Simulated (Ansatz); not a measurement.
Body-centred tetragonal In, treated with PBE-D3(BJ) in Ansatz (plane waves, PAW).

Run with plane-wave cutoff 520 eV, 24×24×24 k mesh, Fermi–Dirac smearing 0.05 eV, scalar-relativistic PAW data made under PBE.

Cell (relaxed at this level):

```cif
data_In2
_chemical_formula_sum 'In2'
_space_group_name_H-M_alt 'I4/mmm'
_space_group_IT_number 139
_space_group_name_Hall '-I 4 2'
_cell_length_a 3.24649
_cell_length_b 3.24649
_cell_length_c 4.94593
_cell_angle_alpha 90.000
_cell_angle_beta 90.000
_cell_angle_gamma 90.000
loop_
_atom_site_label
_atom_site_type_symbol
_atom_site_symmetry_multiplicity
_atom_site_Wyckoff_symbol
_atom_site_fract_x
_atom_site_fract_y
_atom_site_fract_z
_atom_site_occupancy
In1 In 2 a 0.00000 0.00000 0.00000 1
```
(The calculation used a cell of 1 atom; values per cell refer to that cell.)

Question: Estimate the bulk modulus and pressure derivative B′ of the bulk modulus that the calculation returns.

Answer: 
bulk modulus: 41.7 GPa
pressure derivative B′ of the bulk modulus: 5.2

The run finds no gap.

Measured, for comparison: bulk modulus 44.7 GPa (copied from a table, unchecked, extrapolated to 0 K and zero-point effects removed; as tabulated in Lejaeghere et al. (2013), arXiv:1204.2733). Computed (rounded) less measured: bulk modulus not scored (unchecked).

Note: the bulk modulus comes from volumes at which shape and atoms were relaxed.

Spin–orbit coupling is not included.

Static lattice: no zero-point or thermal effects.

Cost on a shared machine: around 9 core-minutes (rough).

Ansatz is a program for electronic structure.
